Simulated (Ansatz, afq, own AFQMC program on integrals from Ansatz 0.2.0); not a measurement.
Integrals from Ansatz 0.2.0, then the random walk in our own AFQMC program (afq).

```yaml
crystal:
  periodic: [false, false, false]
  atoms:
    - {symbol: N, position_ang: [0.000000, 0.000000, 0.000000]}
basis:
  gaussian: {orbitals: aug-cc-pVDZ}
magnetization: {spin_polarized: true, initial_magnetization: 3}
correlation: {method: ccsd_t, electrons: outside_noble_gas, hamiltonian_folder: ham}
```

```sh
$ ansatz run in.yaml --threads 1 --pin off --events-out ev --progress --plain --max-ram 24576MiB --backend cuda --devices 0, --max-vram 18GiB
```

afq runs on the folder ham with

```
--method phaseless --trial hf --walkers 4000 --populations 20 --least-time 40 --time-step 0.005 --steps-per-block 20 --equilibration-blocks 112 --max-blocks 4000 --target-error 0.00042 --factor-cut 1e-05 --start spin_pure --seed 6575 --taylor-order 6
```

Times are imaginary, in 1/Eh. The walk had a cap of 49 s. With eight or more populations the least sampling time is a fifth of least-time, and the error comes from their spread.

afq prints:

```
orbitals 22  electrons 4 1  factors 120 of 122
reference energy -54.39318330 Eh
CCSD correlation -0.09252401 Eh in 9 cycles, weight of the determinant in the CISD state 0.9637
energy of the start -54.393305 Eh
 block  time / (1/Eh)  mean weight  energy / Eh
     1     0.100  1.0005  -54.416900
     2     0.200  1.0008  -54.433885
     3     0.300  1.0006  -54.446122
     4     0.400  1.0007  -54.455162
     5     0.500  1.0004  -54.462351
     7     0.700  1.0003  -54.470168
     9     0.900  1.0000  -54.475953
    13     1.300  1.0001  -54.483182
    21     2.100  0.9999  -54.486578
    29     2.900  0.9999  -54.485446
    37     3.700  1.0002  -54.487653
    45     4.500  1.0002  -54.488297
    53     5.300  1.0000  -54.486353
    61     6.100  1.0000  -54.485754
    69     6.900  0.9999  -54.484882
    73     7.300  0.9998  -54.483745
    77     7.700  1.0000  -54.484350
    85     8.500  1.0000  -54.488544
    93     9.300  0.9999  -54.487176
   101    10.100  0.9998  -54.488473
   109    10.900  0.9999  -54.489110
   117    11.700  0.9999  -54.485670
   125    12.500  0.9999  -54.489435
   133    13.300  0.9999  -54.487899
   141    14.100  1.0001  -54.486333
   149    14.900  1.0002  -54.488129
   157    15.700  0.9998  -54.486441
   165    16.500  1.0002  -54.488773
   173    17.300  0.9999  -54.486792
   181    18.100  1.0000  -54.485370
   189    18.900  1.0001  -54.488565
error from the spread of 20 populations
energy -54.486983 +/- 0.000326 Eh
(rows thinned)
```

The run passed its tests (sampling time, drift between the halves within three errors, error under three times the target), which doesn't prove that it has relaxed.

Against this walk (error 8.9 meV) on the same determinant: CCSD(T) 0.0 meV higher (within the noise), CCSDT(Q) 7.7 meV lower (within the noise), CCSDTQ 7.9 meV lower (within the noise), full CI 7.9 meV lower (within the noise), a separate phaseless walk with a CISD trial and standard settings 7.0 ± 8.9 meV lower (within the noise). The error is statistical and leaves out the bias of the constraint.

Cautions: constraint bias not in the error.

The walk took 19 s on 1 × NVIDIA H100 80GB HBM3 with 2 threads of AMD EPYC 7R13 Processor (Zen 3), on a shared host (the card was shared). The log's last line is the phaseless energy.

CCSDT and higher add their correlation energy to the determinant of the CCSD(T) run, since their own runs factorise the integrals more tightly (a shift of under 2 meV). A walk keeps the symmetry of its determinant, which the program's search chose and which needn't be the lowest solution, so a lower state of the same spin and another symmetry isn't excluded.
